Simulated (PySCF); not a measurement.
Compound: C₄H₇ClO.
Atom-mapped SMILES: `[CH3:1][O:2]/[C:3]([CH3:4])=[CH:5]\[Cl:6]` (hydrogens: H7, H8, H9 on C1; H10, H11, H12 on C4; H13 on C5)

The same species was optimised twice, with GFN2-xTB and with PBE0-D3(BJ)/def2-SVP (PySCF), and the same property calculations (PySCF, gas phase) were run on both structures.

| coordinate | GFN2-xTB | PBE0-D3(BJ)/def2-SVP | change |
| --- | --- | --- | --- |
| C3=C5 (Å) | 1.332 | 1.347 | +0.015 |
| O2–C3 (Å) | 1.353 | 1.341 | -0.012 |
| C3–C4 (Å) | 1.505 | 1.497 | -0.008 |
| C5–Cl6 (Å) | 1.738 | 1.734 | -0.004 |
| C1–O2 (Å) | 1.411 | 1.408 | -0.003 |
| C1–O2–C3 (°) | 121.0 | 122.8 | +1.8 |
| C3–C5–Cl6 (°) | 128.8 | 129.3 | +0.5 |
| O2–C3–C5 (°) | 131.1 | 130.8 | -0.3 |
| O2–C3–C4 (°) | 109.4 | 109.6 | +0.2 |
| C4–C3–C5 (°) | 119.5 | 119.6 | +0.1 |
| C1–O2–C3–C4 (°) | -178 | -178 | 0 |

Rotational constants: A = 4137, B = 2133, C = 1433 MHz (GFN2-xTB) against A = 4103, B = 2116, C = 1421 MHz (PBE0-D3(BJ)/def2-SVP). Atoms that the bonding makes alike are paired by their places after alignment.

On the GFN2-xTB structure: isotropic polarisability (au) 69.3 [B3LYP/def2-SVPD]; HOMO (eV) -6.29 [B3LYP/def2-SVPD]; LUMO (eV) 0.35 [B3LYP/def2-SVPD]; dipole (D) 1.03 [B3LYP/def2-SVPD].

Q: What do these properties become on the PBE0-D3(BJ)/def2-SVP structure?

A: 
```
                                    property            level  on GFN2-xTB  on PBE0-D3(BJ)/def2-SVP  change
               isotropic polarisability (au)  B3LYP/def2-SVPD         69.3                     70.3    +1.0
                                   HOMO (eV)  B3LYP/def2-SVPD        -6.29                    -6.21   +0.08
                                   LUMO (eV)  B3LYP/def2-SVPD         0.35                     0.30   -0.05
                                  dipole (D)  B3LYP/def2-SVPD         1.03                     1.10   +0.07
energy, GFN2-xTB geometry as zero (kcal/mol)  B3LYP/def2-SVPD          0.0                     -0.6    -0.6
```

The heavy atoms differ by 0.016 Å rms after alignment (one structure mirrored). Among bonds between heavy atoms C3=C5 changes most (+0.015 Å). Changes are differences of the printed values. Neither structure is proved a minimum here.

Conformer computed: `[CH3:1][O:2]/[C:3]([CH3:4])=[CH:5]\[Cl:6]`: C1–O2–C3–C4 -178°.
